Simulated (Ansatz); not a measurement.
**singlet SiF(+): levels of theory in one basis**

```
atom    x (Å)   y (Å)    z (Å)
  Si   0.0241  0.0435  -0.7890
   F  -0.0016  0.0254   0.8272
```

Basis set: def2-SVP (spherical functions). Frozen core: 6 orbitals. Charge 1, multiplicity 1.

Computed with Ansatz (development build ahead of 0.2.0); each method stands on the lowest determinant of its kind that the runs found.

| method | E − E(RHF) (eV) | <S²> of the determinant |
| --- | --- | --- |
| RHF | 0.00 | – |
| RHF-CCSD(T) | -7.32 | – |

Q: What does RHF-MP2 give on the same scale?

A: -6.80 eV.
